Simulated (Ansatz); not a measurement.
# doublet [BN2H5]−: levels of theory compared

We compute a comparison of 6 runs (U-r2SCAN/6-311+G**, U-wB97X/6-311+G**, UBHLYP/6-311+G**, UCAM-B3LYP/6-311+G**, RPA@PBE0/6-311+G**, UCCSD(T)/6-311+G**) of doublet [BN2H5]−. 

The results are computed with Ansatz 0.2.0.

41 further runs of the same task are left out: 41 set aside as unsound or not needed.

### 1 The structure to begin with

[BN2H5]−: 8 atoms, total charge -1, spin state doublet. As SMILES of the parent species, `NBN`. The coordinates come from a PBE0-D4/def2-TZVP relaxation. That shape belongs to the parent species and isn't relaxed for this state.

Bond lengths: N1–B2 1.409 Å, B2–N3 1.409 Å, N1–H4 1.005 Å, N1–H5 1.002 Å, B2–H6 1.200 Å, N3–H7 1.003 Å, N3–H8 1.005 Å. Angles: N1–B2–N3 122.9°, N1–B2–H6 118.5°, N3–B2–H6 118.5°, B2–N1–H4 124.5°, B2–N1–H5 121.9°, B2–N3–H7 121.9°, B2–N3–H8 124.5°, H4–N1–H5 113.6°, H7–N3–H8 113.6°.

### 2 A single-point energy at U-r2SCAN/6-311+G(d,p) (run 1)

Input file molecule.yaml:

```yaml
crystal:
  periodic: [false, false, false]
  atoms:
    - {symbol: N, position_ang: [-0.971000, 0.516500, -0.581100]}
    - {symbol: B, position_ang: [0.194200, 0.386600, 0.200500]}
    - {symbol: "N", position_ang: [0.848200, -0.845200, 0.401400]}
    - {symbol: H, position_ang: [-1.426800, -0.244500, -1.053400]}
    - {symbol: H, position_ang: [-1.423900, 1.400900, -0.713700]}
    - {symbol: H, position_ang: [0.649700, 1.368600, 0.718000]}
    - {symbol: H, position_ang: [1.676700, -0.919800, 0.960900]}
    - {symbol: H, position_ang: [0.545000, -1.720300, 0.011600]}
basis:
  gaussian: {orbitals: 6-311+G_st__st_.json}
total_charge: -1
magnetization: {spin_polarized: true, initial_magnetization: 1}
hamiltonian: {xc: {name: r2SCAN}}
accuracy: high
output: {orbitals: {seedname: orbitals}}
```

The basis set 6-311+G** is read from a file made from the Basis Set Exchange's data (not shown).

Launch:

```console
$ ansatz run molecule.yaml --threads 1 --pin off --max-ram 3480MiB --events-out events.jsonl --progress --plain --runs-dir runs
```

Standard output:

```text
Warning: RAYON_NUM_THREADS=1 ignored (pool sized by the plan → 1); use --threads N
Functional definition: r2SCAN
  name "r2SCAN"
  parameter k0 = 0.174
  parameter k1 = 0.065
  parameter a1 = 4.9479
  exchange = r2scan_x(k0 = k0, k1 = k1, a1 = a1)
  correlation = r2scan_c
1919 factors; integrals over basis functions are off by at most 3.4e-9 eV
mean field evaluation 1: about -3728.3940 eV, gradient 4.1e1 eV
mean field evaluation 2: about -3671.4132 eV, gradient 9.7e1 eV
mean field evaluation 4: about -3737.7721 eV, gradient 6.7e0 eV
mean field evaluation 8: about -3738.0171 eV, gradient 1.2e-1 eV
mean field evaluation 16: about -3738.0175 eV, gradient 3.5e-4 eV
mean field evaluation 32: about -3737.7380 eV, gradient 2.3e0 eV
mean field -3738.01748734 eV, -137.3696089404 hartree, gradient 4.5e-8 eV, S^2 0.750215; 7 other end points of the search recorded, 0 dependent functions left out
reference -3738.01750179 eV, -137.3696094714 hartree; 13, 12 occupied and 83, 84 virtual orbitals, 1919 factors
Total energy: -3738.01750179 eV, -137.3696094714 hartree
```

Run time: 16 s. Hardware: 1 thread of Intel Xeon 6975P-C (Granite Rapids), shared host; peak memory 0.43 GiB.

### 3 The energy at U-wB97X/6-311+G(d,p) (run 2)

Input file in.yaml:

```yaml
crystal:
  periodic: [false, false, false]
  atoms:
    - {symbol: N, position_ang: [-0.971000, 0.516500, -0.581100]}
    - {symbol: B, position_ang: [0.194200, 0.386600, 0.200500]}
    - {symbol: N, position_ang: [0.848200, -0.845200, 0.401400]}
    - {symbol: H, position_ang: [-1.426800, -0.244500, -1.053400]}
    - {symbol: H, position_ang: [-1.423900, 1.400900, -0.713700]}
    - {symbol: H, position_ang: [0.649700, 1.368600, 0.718000]}
    - {symbol: H, position_ang: [1.676700, -0.919800, 0.960900]}
    - {symbol: H, position_ang: [0.545000, -1.720300, 0.011600]}
basis:
  gaussian: {orbitals: 6-311+G_st__st_.json}
total_charge: -1
magnetization: {spin_polarized: true, initial_magnetization: 1}
hamiltonian: {xc: {name: wB97X}}
accuracy: high
output: {orbitals: {seedname: orbitals}}
```

The basis set 6-311+G** is read from a file made from the Basis Set Exchange's data (not shown).

Launch:

```console
$ ansatz run in.yaml --threads 1 --pin off --max-ram 3480MiB --events-out events.jsonl --progress --plain --runs-dir runs
```

Standard output:

```text
Warning: RAYON_NUM_THREADS=1 ignored (pool sized by the plan → 1); use --threads N
Functional definition: wB97X
  name "wB97X"
  parameter omega = 0.3/bohr
  parameter cx = 0.157706
  parameter cx1 = 0.726479
  parameter cx2 = 1.04760
  parameter cx3 = -5.70635
  parameter cx4 = 13.2794
  parameter css1 = -4.33879
  parameter css2 = 18.2308
  parameter css3 = -31.7430
  parameter css4 = 17.2901
  parameter cos1 = 2.37031
  parameter cos2 = -11.3995
  parameter cos3 = 6.58405
  parameter cos4 = -3.78132
  exchange = spin_sum(e_x_unif_sr(omega)*poly(b97_u_x, 1 - cx, cx1, cx2, cx3, cx4)) + cx*exact_x_sr(omega)
      + exact_x_lr(omega)
  correlation = spin_sum(e_c_pw_same_spin*poly(b97_u_same, 1, css1, css2, css3, css4))
      + integral(e_c_pw_opposite_spin*poly(b97_u_opposite, 1, cos1, cos2, cos3, cos4))
1919 factors; integrals over basis functions are off by at most 3.4e-9 eV
368 factors; integrals over basis functions are off by at most 2.1e-9 eV
mean field evaluation 1: about -3736.2382 eV, gradient 2.3e1 eV
mean field evaluation 2: about -3737.0968 eV, gradient 2.1e1 eV
mean field evaluation 4: about -3738.8023 eV, gradient 5.0e-1 eV
mean field evaluation 8: about -3738.9356 eV, gradient 1.4e-1 eV
mean field evaluation 16: about -3738.9400 eV, gradient 6.8e-3 eV
mean field evaluation 32: about -3738.9400 eV, gradient 4.8e-6 eV
mean field evaluation 64: about -3738.7634 eV, gradient 8.5e-1 eV
mean field -3738.94001969 eV, -137.4035113791 hartree, gradient 5.2e-8 eV, S^2 0.750571; 6 other end points of the search recorded, 0 dependent functions left out
reference -3738.94002024 eV, -137.4035113994 hartree; 13, 12 occupied and 83, 84 virtual orbitals, 1919 factors
Total energy: -3738.94002024 eV, -137.4035113994 hartree
```

It took 76 s on 1 thread of Intel Xeon 6975P-C (Granite Rapids), shared host; peak memory 0.78 GiB.

Runs 3 to 5 aren't shown in full; the table further down has their settings and results.

### 4 The energy at UCCSD(T)/6-311+G(d,p) (run 6)

Input file job.yaml:

```yaml
crystal:
  periodic: [false, false, false]
  atoms:
    - {symbol: N, position_ang: [-0.971000, 0.516500, -0.581100]}
    - {symbol: B, position_ang: [0.194200, 0.386600, 0.200500]}
    - {symbol: N, position_ang: [0.848200, -0.845200, 0.401400]}
    - {symbol: H, position_ang: [-1.426800, -0.244500, -1.053400]}
    - {symbol: H, position_ang: [-1.423900, 1.400900, -0.713700]}
    - {symbol: H, position_ang: [0.649700, 1.368600, 0.718000]}
    - {symbol: H, position_ang: [1.676700, -0.919800, 0.960900]}
    - {symbol: H, position_ang: [0.545000, -1.720300, 0.011600]}
basis:
  gaussian:
    orbitals: 6-311+G_st__st_.json
total_charge: -1
magnetization:
  spin_polarized: true
  initial_magnetization: 1
correlation:
  method: ccsd_t
  frozen_orbitals: {B: 1, H: 0, "N": 1}
accuracy: high
scf:
  omitted_lower_state_checks: [cluster_reference, increment]
```

The basis set 6-311+G** is read from a file made from the Basis Set Exchange's data (not shown).

Launch:

```console
$ ansatz run job.yaml --threads 1 --pin off --max-ram 3480MiB --events-out events.jsonl --progress --plain --runs-dir runs
```

Standard output:

```text
Warning: RAYON_NUM_THREADS=1 ignored (pool sized by the plan → 1); use --threads N
[... 15 lines left out ...]
3 core orbitals not correlated: weight in the atoms' cores, before any rotation towards them, 1.000 or more for the frozen orbitals, at most 0.000 for the correlated occupied ones
[... 32 lines left out ...]
Total energy: -3730.21557440 eV, -137.0828939282 hartree
Checks for a lower state left out: cluster_reference, increment
```

Run time: 50 s. Hardware: 1 thread of Intel Xeon 6975P-C (Granite Rapids), shared host; peak memory 1.4 GiB.

### 5 All runs side by side

```
run                 level  frozen core orbitals  energy (Eh)  HOMO energy (eV)  LUMO energy (eV)   ⟨S²⟩  wall time
  1    U-r2SCAN/6-311+G**                     –  -137.369609              2.35              2.93  0.750       16 s
  2     U-wB97X/6-311+G**                     –  -137.403511              1.25              4.37  0.751       76 s
  3      UBHLYP/6-311+G**                     –  -137.370413              1.90              3.57  0.750       17 s
  4  UCAM-B3LYP/6-311+G**                     –  -137.386163              1.61              3.70  0.750       14 s
  5    RPA@PBE0/6-311+G**                     3  -137.247972                 –                 –  0.750       33 s
  6    UCCSD(T)/6-311+G**                     3  -137.082894                 –                 –  0.750       50 s
```

### 6 Results

| quantity | value |
| --- | --- |
| run 6: total energy | -137.08289 Eh |
| run 6: correlation energy (3 core orbitals frozen) | -514.7 mEh |
| run 6: (T) correction | -16.70 mEh |
| run 6: ⟨S²⟩ of the reference determinant | 0.750 |
| run 6: T1 diagnostic | 0.022 |

What this shows: Totals of different functionals can't be ranked against each other. In runs 1, 2, 3, 4 the HOMO lies above zero, so the outermost electron may be held by the basis alone. All runs together took 3.4 min, the longest 76 s.
